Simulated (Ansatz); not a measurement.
Steps of a relaxation of `F[CH2][AlH2]` with RKS PBE-D4/def2-SVP.

```sh
$ ansatz run in.yaml --threads 2 --pin off --events-out ev --progress --plain --max-ram 4352MiB
```

```yaml
crystal:
  periodic: [false, false, false]
  atoms:
    - {symbol: F, position_ang: [-1.360500, 0.375200, -1.146500]}
    - {symbol: C, position_ang: [-0.669800, -0.482100, -0.419000]}
    - {symbol: Al, position_ang: [0.767100, 0.488100, 0.508000]}
    - {symbol: H, position_ang: [-0.156800, -1.233400, -1.097200]}
    - {symbol: H, position_ang: [-1.318700, -0.981100, 0.310700]}
    - {symbol: H, position_ang: [0.451000, 1.664200, 1.559100]}
    - {symbol: H, position_ang: [2.348900, 0.101000, 0.239200]}
basis:
  gaussian: {orbitals: def2-SVP}
hamiltonian: {xc: pbe, dispersion: d4}
relax: {f_tol: 0.03, max_steps: 200}
```

Positions (Å) and forces (eV/Å) along the path, 10 of 10 steps:

```xyz
7
step=1 energy=-10401.5994 eV
F    -1.361    0.375   -1.147   -1.981    2.258   -1.917
C    -0.670   -0.482   -0.419    2.316   -1.909    0.857
Al    0.767    0.488    0.508    1.087    0.251    0.468
H    -0.157   -1.233   -1.097   -0.508   -0.036    0.406
H    -1.319   -0.981    0.311   -0.381   -0.669    0.237
H     0.451    1.664    1.559   -0.057    0.002   -0.102
H     2.349    0.101    0.239   -0.475    0.103    0.051
7
step=2 energy=-10401.7879 eV
F    -1.393    0.413   -1.136   -0.755    0.897   -0.641
C    -0.646   -0.478   -0.420    0.930   -1.095    0.416
Al    0.812    0.488    0.545    0.172    0.202    0.039
H    -0.211   -1.250   -1.113   -0.146    0.157    0.112
H    -1.299   -1.046    0.281   -0.145   -0.091    0.066
H     0.450    1.708    1.527   -0.004   -0.055   -0.053
H     2.348    0.097    0.270   -0.051   -0.013    0.060
7
step=3 energy=-10401.8301 eV
F    -1.443    0.445   -1.080   -0.080    0.081   -0.033
C    -0.632   -0.490   -0.422    0.183   -0.317    0.135
Al    0.835    0.507    0.525   -0.096   -0.048    0.014
H    -0.240   -1.231   -1.165   -0.049    0.146   -0.012
H    -1.265   -1.101    0.276    0.041    0.132   -0.051
H     0.442    1.743    1.466   -0.003    0.009   -0.056
H     2.364    0.059    0.354    0.005   -0.004    0.003
7
step=4 energy=-10401.8448 eV
F    -1.537    0.442   -0.934    0.134   -0.030    0.121
C    -0.607   -0.494   -0.419   -0.447    0.079   -0.290
Al    0.824    0.487    0.532    0.237    0.197    0.055
H    -0.248   -1.112   -1.275    0.078   -0.071    0.052
H    -1.167   -1.190    0.250    0.042   -0.121    0.032
H     0.459    1.844    1.294   -0.027   -0.007    0.001
H     2.337   -0.046    0.506   -0.017   -0.045    0.030
7
step=5 energy=-10401.8512 eV
F    -1.590    0.443   -0.850    0.295   -0.276    0.154
C    -0.600   -0.490   -0.425   -0.512    0.191   -0.333
Al    0.835    0.505    0.510    0.169    0.071    0.160
H    -0.252   -1.054   -1.328   -0.020    0.008    0.151
H    -1.100   -1.242    0.239    0.095   -0.001   -0.082
H     0.452    1.896    1.213    0.066   -0.055   -0.055
H     2.317   -0.127    0.596   -0.092    0.064    0.005
7
step=6 energy=-10401.8599 eV
F    -1.615    0.436   -0.814    0.254   -0.285    0.101
C    -0.609   -0.492   -0.432   -0.352    0.200   -0.104
Al    0.831    0.501    0.523    0.094    0.051    0.033
H    -0.255   -1.028   -1.347   -0.015    0.029    0.072
H    -1.082   -1.277    0.214    0.062    0.050   -0.084
H     0.487    1.925    1.173    0.013   -0.048   -0.028
H     2.305   -0.133    0.637   -0.057    0.002    0.010
7
step=7 energy=-10401.8683 eV
F    -1.749    0.314   -0.766   -0.106    0.188    0.008
C    -0.626   -0.438   -0.437    0.110   -0.241   -0.039
Al    0.817    0.534    0.529   -0.034   -0.016   -0.027
H    -0.214   -0.903   -1.368    0.000    0.005   -0.007
H    -0.949   -1.316    0.180    0.013   -0.031    0.016
H     0.585    2.007    1.095    0.029    0.064    0.025
H     2.195   -0.267    0.721   -0.012    0.032    0.024
7
step=8 energy=-10401.8763 eV
F    -1.746    0.334   -0.685   -0.019   -0.013   -0.010
C    -0.621   -0.462   -0.441    0.023    0.051    0.028
Al    0.814    0.527    0.528    0.022   -0.035    0.002
H    -0.241   -0.870   -1.411   -0.010    0.000   -0.011
H    -0.931   -1.366    0.141   -0.015   -0.011   -0.006
H     0.602    2.033    1.025   -0.008   -0.009   -0.014
H     2.183   -0.265    0.798    0.007    0.017    0.011
7
step=9 energy=-10401.8766 eV
F    -1.752    0.337   -0.652    0.021    0.013    0.017
C    -0.620   -0.460   -0.439   -0.009   -0.044   -0.028
Al    0.826    0.512    0.529   -0.049    0.053    0.003
H    -0.257   -0.844   -1.425    0.006   -0.005   -0.001
H    -0.925   -1.380    0.120   -0.001   -0.008    0.002
H     0.595    2.029    0.979    0.020    0.011    0.010
H     2.194   -0.261    0.842    0.012   -0.020   -0.004
7
step=10 energy=-10401.8772 eV
F    -1.752    0.333   -0.650   -0.011    0.008   -0.002
C    -0.620   -0.463   -0.440    0.007   -0.010    0.001
Al    0.820    0.518    0.530    0.000   -0.003    0.000
H    -0.254   -0.843   -1.427    0.001    0.000    0.006
H    -0.923   -1.385    0.119    0.005    0.003   -0.004
H     0.605    2.037    0.982    0.001    0.001    0.000
H     2.185   -0.265    0.840   -0.003    0.001   -0.001
```

Run time 9.5 s (2 threads of an Arm Neoverse V1 on a shared host); peak host memory 0.13 GiB.
